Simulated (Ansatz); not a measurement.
2H MoSe2, treated with PBE (PAW; Ansatz, a first-principles code).

Rigid layers of the crystal as relaxed at this level are moved apart or together:

```csv
run,k mesh,layer repeat (Å),energy against free layers (meV/Å²),gap on the mesh (eV)
1,12×12×4,6.165,12.06,0.590
2,12×12×4,6.315,7.04,0.717
3,12×12×4,6.465,3.89,0.836
4,12×12×4,6.665,1.50,0.981
5,12×12×4,6.965,-0.05,1.172
6,12×12×4,7.465,-0.62,1.408
7,12×12×2,8.465,-0.39,1.443
8,12×12×2,10.465,-0.03,1.447
```

The lowest energy of these points lies at a layer repeat of 7.46 Å.

Spin–orbit coupling is not included.

Note: the cell comes from a level without a dispersion term, which matters for the spacing of layers, chains or molecules.
